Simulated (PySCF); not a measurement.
## Functional dependence of a UV spectrum

Species: 1,4-dioxane, C4H8O2.
SMILES: `C1COCCO1`

Linear-response calculations in the def2-SVPD basis (PySCF; singlets by full response, triplets Tamm–Dancoff, core orbitals frozen in the response; HF means time-dependent Hartree–Fock). 'Strongest' is the level of largest summed f among the singlets computed (10 roots, of which the last may lack a degenerate partner); it can jump between rows when another state enters that window. S1 is the lowest singlet of each run and needn't be the same state throughout; f(S1) is that of one state. One conformer (not necessarily the lowest) at the PBE0-D3(BJ)/def2-SVP geometry, without solvent, vibrations or thermal averaging.

```csv
functional,kind,S1 (eV),f(S1),strongest (eV),T1 (eV),HOMO (eV),gap (eV),"ionisation energy, ΔSCF (eV)"
LDA,LDA,5.83,0.000,6.26,5.68,-5.65,5.75,8.82
PBE,GGA,5.74,0.000,6.21,5.58,-5.52,5.66,8.66
B3LYP,"global hybrid, 20% exact exchange",6.46,0.000,6.93,6.31,-6.81,7.33,9.10
PBE0,"global hybrid, 25% exact exchange",6.72,0.000,7.20,6.54,-7.02,7.83,9.09
BHandHLYP,"global hybrid, 50% exact exchange",7.49,0.000,7.97,7.29,-8.52,9.78,9.46
CAM-B3LYP,range-separated hybrid,7.01,0.000,7.46,6.82,-8.47,9.88,9.34
wB97X-D,range-separated hybrid,7.27,0.000,7.70,7.11,-8.92,11.34,9.23
LC-wPBE,range-separated hybrid,7.61,0.000,8.07,7.33,-9.73,12.18,9.49
HF,Hartree–Fock,8.91,0.000,9.39,8.55,-10.84,13.52,not settled
```

S1 runs from 5.74 eV (PBE) to 8.91 eV (HF), a spread of 3.18 eV, while the orbital gap spreads over 7.9 eV. Along PBE (0%), B3LYP (20%), PBE0 (25%), BHandHLYP (50%), HF (100%) S1 rises with the share of exact exchange. −ε(HOMO) comes closest to its own ΔSCF ionisation energy with LC-wPBE (+0.24 eV) and misses most with LDA (-3.17 eV). 'Not settled' means that the ion's SCF failed to converge or may have ended in another state than the lowest.
